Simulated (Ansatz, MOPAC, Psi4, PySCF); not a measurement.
Gas-phase reaction in SMILES: CCF + 2 [H][H] (H2) → 2 C (CH4) + F (HF)

Wanted: energy of full hydrogenation (enthalpy at 298 K), in kcal/mol. Conventions: six Cartesian d functions in 6-31G* and its kin unless marked 5d; dispersion terms only where a functional's name holds one; 6-311+G** with 5d; frozen cores in correlated levels; no spin-orbit coupling; LANL2DZ all-electron up to Ne; non-relativistic. Basis-set limits of correlation are two-point, X^-3; Hartree-Fock from the larger set. Ab initio and DFT rows: single points at B3LYP-D3(BJ) geometries (Ansatz, a first-principles code), with unscaled harmonic terms from B3LYP/6-31G* (Ansatz) at its own minima. Semi-empirical rows: MOPAC heats of formation at their own minima for 298 K.

Measured values: Active Thermochemical Tables 1.112 (ions: stationary electron), as tabulated in the package chemicals; they hold spin-orbit and core effects, anharmonicity. 

Value to compare with, the measured value: -35.7 kcal/mol.

| level | program | energy of full hydrogenation (enthalpy at 298 K) (kcal/mol) | error |
|---|---|---|---|
| AM1 | MOPAC | -15.2 | 20.5 |
| PM3 | MOPAC | -1.8 | 33.9 |
| PM6 | MOPAC | 25.2 | 60.9 |
| HF/LANL2DZ | Ansatz | -42.6 | -6.9 |
| SVWN5/6-31G* | Ansatz | -21.4 | 14.3 |
| PBE/def2-SVP | Ansatz | -27.3 | 8.4 |
| B3LYP/3-21G | Ansatz | -18.2 | 17.5 |
| B3LYP/6-31G* | Ansatz | -24.7 | 11.0 |
| wB97X-D/6-31G* | Psi4 | -27.5 | 8.2 |
| MP2/LANL2DZ | Ansatz | -35.3 | 0.4 |
| MP2/6-31G* | Ansatz | -25.1 | 10.6 |
| MP2/6-311+G** | Ansatz | -36.9 | -1.2 |
| B3PW91/6-31G* (5d) | PySCF | -26.3 | 9.4 |
| r2SCAN-D4/def2-TZVPD | Ansatz + dftd4 | -32.6 | 3.1 |
| PBE0/def2-TZVPD | Ansatz | -35.1 | 0.6 |
| wB97X-V/def2-TZVPD | Ansatz | -32.5 | 3.2 |
| CCSD(T)/CBS(cc-pVTZ,cc-pVQZ) | Ansatz | -35.5 | 0.2 |

Among the 13 habitual levels, PM6 lies farthest from the measured value (60.9 kcal/mol) and MP2/LANL2DZ nearest (0.4); 11 of 13 lie above it, and their mean absolute error is 15.6 kcal/mol, the median 10.6. One case shows no general order.

The levels are drawn from those run, B3LYP/6-31G* more often than the rest, none by its result; left out are runs that failed, that the program found above a lower state of the same kind, or whose <S^2> lies over 0.5 above the pure value.
